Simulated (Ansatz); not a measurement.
**BSO (sextet): wave-function methods side by side, cc-pVDZ**

How much of the correlation energy of BSO (sextet) does each wave-function method recover here?

The runs use Ansatz 0.2.0, Gaussian basis; cc-pVDZ, core rule «outside noble gas», up to 7 orbitals frozen.

Plan: UHF; CCSD(T) on ROHF; CCSD(T) on UHF; BCCD(T) on ROHF; CISD; CCSDT(Q) on ROHF; CCSDT(Q) on UHF.

41 further runs of the same task are left out: 15 for a known fault of the program, 13 that didn't finish, 13 set aside as unsound or not needed.

**1. What is computed**

The geometry is a PBE0/def2-TZVP stationary point (not a proven minimum) of the parent state, kept for this charge and spin.

3 atoms, charge 0, spin multiplicity 6.

Atoms are counted from 1 here; the program's logs count them from 0.

Bond lengths: B1–S2 1.760 Å, S2–O3 1.511 Å. Angles: B1–S2–O3 112.3°.

**2. UHF**

Input file in.yaml:

```yaml
crystal:
  periodic: [false, false, false]
  atoms:
    - {symbol: B, position_ang: [0.000000, -0.588771, 1.527430]}
    - {symbol: S, position_ang: [0.000000, 0.408039, 0.077250]}
    - {symbol: O, position_ang: [0.000000, -0.419926, -1.186924]}
basis:
  gaussian: {orbitals: cc-pVDZ}
magnetization: {spin_polarized: true, initial_magnetization: 5}
hamiltonian: {xc: hf}
output: {orbitals: {seedname: orbitals}}
```

The run is started by

```bash
$ ansatz run in.yaml --threads 1 --pin off --events-out ev --progress --plain --max-ram 2393MiB
```

After this run come: CCSD(T) on ROHF; CCSD(T) on UHF; BCCD(T) on ROHF; CISD; CCSDT(Q) on ROHF; CCSDT(Q) on UHF.

**Question.** What will the summary of the whole plan be? Wanted: UCCSDT(Q) below the RHF energy; RMP2 from UCCSDT(Q); UMP2 from UCCSDT(Q); RCCSD from UCCSDT(Q); RCCSD(T) from UCCSDT(Q); UCCSD(T) from UCCSDT(Q); RCCSDT(Q) from UCCSDT(Q); T1 diagnostic.

The runs gave:

```
                         quantity              value
   UCCSDT(Q) below the RHF energy         -9.8131 eV
              RMP2 from UCCSDT(Q)      +135.7 kJ/mol
              UMP2 from UCCSDT(Q)      +135.8 kJ/mol
             RCCSD from UCCSDT(Q)       +39.5 kJ/mol
          RCCSD(T) from UCCSDT(Q)        +8.1 kJ/mol
          UCCSD(T) from UCCSDT(Q)        +7.9 kJ/mol
         RCCSDT(Q) from UCCSDT(Q)        +0.2 kJ/mol
levels within 1 kcal/mol (43 meV)  UCCSDT, RCCSDT(Q)
                    T1 diagnostic              0.059
```

**Reading.** RCCSD(T) misses by +8.1 kJ/mol, 0.9 % of the correlation energy. These misses are within one basis, not against nature; the frozen cores of restricted and unrestricted runs differ, which can shift their rows.
